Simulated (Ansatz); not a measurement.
The same path of BClFH + H2 (6 atoms, charge 0, multiplicity 1) was run twice with different band settings. Lost on the way: B1–Cl2, H5–H6. Made: B1–H5, Cl2–H6.

Method: RKS B3LYP/def2-SVP in Ansatz 0.2.0.

Relaxed end points:

```xyz
6
Properties=species:S:1:pos:R:3
B -0.024 0.563 0.133
Cl -0.080 1.021 1.826
H 1.022 0.426 -0.438
F -1.154 0.376 -0.511
H 0.033 -2.673 0.550
H 0.209 -2.384 1.231
```

```xyz
6
Properties=species:S:1:pos:R:3
B 0.059 -0.288 -0.536
Cl 0.224 -0.184 2.499
H 0.924 0.548 -0.630
F -1.200 0.101 -0.652
H 0.271 -1.472 -0.426
H -0.273 -1.376 2.536
```

Common settings: climbing image yes; spring 5.0 eV/Å²; optimiser quadratic models (default); start path through a guess of the saddle point; force threshold 0.05 eV/Å; iteration limit 60; end points relaxed.

| run | movable images |
| --- | --- |
| 1 | 5 |
| 2 | 3 |

Question: What does each run give, and how far can it be trusted?

Answer: Run 1: converged after 23 iterations, highest image 1.496 eV above the first end. A vibrational analysis at the climbing image gives one clearly imaginary mode, 891i cm⁻¹: a first-order saddle point.
Run 2: converged after 13 iterations, highest image 1.496 eV above the first end. Neighbouring images differ by up to 1.3 eV, so the band resolves the path poorly. Another band between the same ends (5 images) ends at a top of the same energy, where a vibrational analysis finds 1 clearly imaginary mode. So few images can step over the top or miss a turn of the path.
The orbitals stay closed-shell, which can raise the energy where a bond breaks towards radicals; this wasn't checked here.
